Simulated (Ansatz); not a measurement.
PS₂. The state is a quartet with charge 0. Geometry PBE-D4/def2-TZVP.

| atom | x (Å) | y (Å) | z (Å) |
| --- | --- | --- | --- |
| P1 | -0.644 | 0.217 | -0.460 |
| S2 | -0.212 | 0.842 | 1.426 |
| S3 | 0.856 | -1.059 | -0.966 |

B3LYP takes the VWN-RPA correlation. HSE06 is defined as in plane-wave codes, on full-range PBE exchange. The order of the spin states hangs on the level: the doublet lies 1.91 eV below the quartet at PBE0-D4/def2-TZVP, but 0.09 eV above it at HF/6-31G. The structure comes from a short search, and lower isomers may exist.

(1) Estimate the α-spin orbital energies around the gap (eV) in Ansatz with HF/6-31G, r2SCAN-D4/def2-TZVP, B3LYP-D4/6-31G, PBE0-D4/def2-TZVP, HSE06-D4/def2-TZVP.

Answers

(1) 
```
orbital  HF/6-31G  r2SCAN-D4/def2-TZVP  B3LYP-D4/6-31G  PBE0-D4/def2-TZVP  HSE06-D4/def2-TZVP
HOMO−13   -182.23              -158.71         -161.89            -162.69             -162.29
HOMO−12   -148.80              -127.02         -130.28            -130.65             -130.25
HOMO−11   -148.53              -127.02         -130.24            -130.60             -130.20
HOMO−10   -148.48              -127.01         -130.19            -130.58             -130.18
 HOMO−9    -30.41               -20.92          -23.07             -22.49              -22.06
 HOMO−8    -27.84               -19.18          -20.86             -20.68              -20.25
 HOMO−7    -20.89               -14.35          -15.47             -15.64              -15.22
 HOMO−6    -14.91               -10.39          -11.29             -11.37              -10.97
 HOMO−5    -14.76                -9.93          -10.82             -10.95              -10.54
 HOMO−4    -14.53                -9.13          -10.24             -10.20               -9.79
 HOMO−3    -12.50                -7.84           -8.70              -8.75               -8.35
 HOMO−2    -12.21                -7.71           -8.35              -8.52               -8.13
 HOMO−1    -11.29                -7.42           -8.29              -8.45               -8.04
   HOMO     -9.00                -4.81           -5.64              -5.64               -5.24
   LUMO      2.48                -1.18           -0.85              -0.43               -0.81
 LUMO+1      3.20                -0.87           -0.31              -0.20               -0.59
 LUMO+2      9.92                 3.59            5.99               4.17                3.78
 LUMO+3     11.58                 3.91            7.39               4.40                4.01
 LUMO+4     11.66                 4.00            7.64               4.59                4.20
 LUMO+5     11.93                 4.22            7.70               4.92                4.54
 β HOMO    -10.34                -6.69           -7.43              -7.57               -7.17
 β LUMO     -1.20                -5.63           -5.54              -4.92               -5.30
```
